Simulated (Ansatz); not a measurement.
Abridged output of a molecular run in Ansatz:

```
Functional definition: HF
1022 factors; integrals over basis functions are off by at most 1.5e-3 eV
mean field evaluation 1: about -7364.3626 eV, gradient 3.4e1 eV
mean field evaluation 2: about -7364.5074 eV, gradient 3.4e1 eV
mean field evaluation 4: about -7367.3525 eV, gradient 3.5e0 eV
mean field evaluation 8: about -7367.3973 eV, gradient 2.9e-1 eV
mean field -7367.39788585 eV, -270.7468785032 hartree, gradient 1.5e-6 eV, S^2 0.000000; 0 other end points of the search recorded, 0 dependent functions left out
5 core orbitals not correlated: weight in the atoms' cores, before any rotation towards them, 1.000 or more for the frozen orbitals, at most 0.000 for the correlated occupied ones
reference -7367.39788585 eV, -270.7468785032 hartree; 15, 15 occupied and 80, 80 virtual orbitals, 1022 factors
second order -20.59798434 eV of doubles, -0.00000000 eV of singles
cycle   1  -21.16815296 eV  change   -5.7e-1 eV  update   9.7e-2
cycle   2  -21.66302012 eV  change   -4.9e-1 eV  update   2.9e-2
cycle   3  -21.79164040 eV  change   -1.3e-1 eV  update   1.4e-2
cycle   4  -21.79009235 eV  change    1.5e-3 eV  update   3.5e-3
cycle   5  -21.78884861 eV  change    1.2e-3 eV  update   1.2e-3
cycle   6  -21.78910770 eV  change   -2.6e-4 eV  update   3.9e-4
cycle   7  -21.78890618 eV  change    2.0e-4 eV  update   1.2e-4
cycle   8  -21.78887621 eV  change    3.0e-5 eV  update   4.6e-5
cycle   9  -21.78888192 eV  change   -5.7e-6 eV  update   1.8e-5
perturbative correction -0.62494066 eV, -0.0229661455 hartree
Total energy: -7389.81170842 eV, -271.5705712901 hartree
```

Its atoms:

Z-matrix (Å, degrees):
```
C
N 1 1.451
H 1 1.090 2 108.7
H 1 1.089 2 109.6 3 117.7
H 1 1.098 2 113.2 3 -121.1
C 2 1.370 1 119.4 3 -173.3
H 2 1.008 1 114.1 3 51.0
F 6 1.340 2 111.2 1 45.0
C 6 1.329 2 128.8 1 -138.0
H 9 1.080 6 120.4 2 6.9
H 9 1.079 6 120.2 2 -171.1
```

Which basis set was used?
A. def2-QZVPP
B. def2-SVP
C. def2-SVPD
D. def2-TZVPPD

B. It gives 100 functions.

Write the keys of the input that set method, charge and spin (a neutral closed shell needs none for the last two).


```yaml
correlation: {method: ccsd_t}
```
